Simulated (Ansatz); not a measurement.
Geometry optimisation, Ansatz 0.2.0, RKS PBE/6-31G*.

input.yaml

```yaml
crystal:
  periodic: [false, false, false]
  atoms:
    - { symbol: Si, position_ang: [0.393673, -0.245889, -0.495427] }
    - { symbol: "N", position_ang: [-0.249329, -0.219501, 2.455801] }
    - { symbol: H, position_ang: [-0.820198, -0.813223, 3.069966] }
    - { symbol: H, position_ang: [0.083559, 0.556654, 3.040765] }
    - { symbol: H, position_ang: [1.024837, -0.402924, -1.854158] }
    - { symbol: H, position_ang: [0.277984, 1.217243, -0.208836] }
    - { symbol: H, position_ang: [-0.943605, -0.914072, -0.527297] }
    - { symbol: H, position_ang: [1.28395, -0.903625, 0.481426] }
    - { symbol: H, position_ang: [0.598328, -0.776862, 2.21726] }
basis:
  gaussian: { orbitals: "6-31G*" }
hamiltonian:
  xc: pbe
relax:
  f_tol: 0.03
  max_steps: 50
```

Command:

```bash
$ ansatz run input.yaml --threads 1 --pin off --max-ram 2048MiB --backend cpu --events-out ev --progress --plain --runs-dir out
```

Task: Where does it end, and by what steps?

Result: It converged. The force dipped under the threshold on the way, but the program's further checks kept it going. After 9 steps the energy has fallen by 0.142 eV; H9 moved furthest, 0.66 Å.

```json
{"step": "0", "energy less start (eV)": "0.0000", "largest force component (eV/Å)": "0.549", "accepted": "yes"}
{"step": "1", "energy less start (eV)": "-0.0668", "largest force component (eV/Å)": "0.421", "accepted": "yes"}
{"step": "2", "energy less start (eV)": "-0.0914", "largest force component (eV/Å)": "0.242", "accepted": "yes"}
{"step": "3", "energy less start (eV)": "-0.1062", "largest force component (eV/Å)": "0.540", "accepted": "yes"}
{"step": "4", "energy less start (eV)": "-0.1325", "largest force component (eV/Å)": "0.063", "accepted": "yes"}
{"step": "5", "energy less start (eV)": "-0.1362", "largest force component (eV/Å)": "0.149", "accepted": "yes"}
{"step": "6", "energy less start (eV)": "-0.1254", "largest force component (eV/Å)": "0.549", "accepted": "no"}
{"step": "7", "energy less start (eV)": "-0.1413", "largest force component (eV/Å)": "0.016", "accepted": "yes"}
{"step": "8", "energy less start (eV)": "-0.1417", "largest force component (eV/Å)": "0.049", "accepted": "yes"}
{"step": "9", "energy less start (eV)": "-0.1418", "largest force component (eV/Å)": "0.024", "accepted": "yes"}
```

```xyz
9
Properties=species:S:1:pos:R:3
Si 0.422 -0.262 -0.427
N -0.077 -0.295 2.362
H -1.008 -0.660 2.596
H -0.022 0.638 2.786
H 0.680 -0.240 -1.919
H 0.351 1.174 -0.011
H -0.877 -0.986 -0.255
H 1.584 -0.990 0.174
H 0.596 -0.881 2.872
```

Whether the end is a true minimum wasn't checked by a vibrational analysis.

Time of the run: 13 s on 1 thread of Arm Neoverse V2 (shared host), peak memory 0.099 GiB.
